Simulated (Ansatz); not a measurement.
Q: Name a neutral molecule of C, F, N, O and H with HOMO–LUMO gap (ωB97M-V/def2-TZVPP) between 12.70 and 13.00 eV and LUMO energy (PBE0/def2-TZVPP) between 1.05 and 1.35 eV (Ansatz, PBE0-D4/def2-TZVP geometry).

A: `NCOCF` (12.76 eV, 1.20 eV). Other molecules can fit too; these were computed, each in one conformer that needn't be the lowest.
